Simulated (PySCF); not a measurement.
**A series of related molecules**

Computed with PySCF, TDDFT wB97X-D/def2-SVPD circular dichroism and optical rotation, one conformer, gas phase. Geometry: GFN2-xTB.

Each molecule in one low-energy conformer. The parent is C[C@@H]1S[C@@H]1CF.

The molecule is flexible and this is one conformer; a measurement averages over conformers.

How does the specific rotation at 589.3 nm (origin-invariant length gauge) change along this series?
- C[C@@H]1S[C@@H]1CF (base)
- C[C@H]1S[C@@H]1CF (diastereomer)


```csv
molecule,[α]589 (deg dm⁻¹ (g/mL)⁻¹),S1 (eV),"R(S1), velocity form (10⁻⁴⁰ esu² cm²)"
C[C@@H]1S[C@@H]1CF,-66.0,4.93,+1.9
C[C@H]1S[C@@H]1CF,+79.3,4.95,-0.9
```
The specific rotation at 589.3 nm (origin-invariant length gauge) is lowest for C[C@@H]1S[C@@H]1CF and highest for C[C@H]1S[C@@H]1CF.
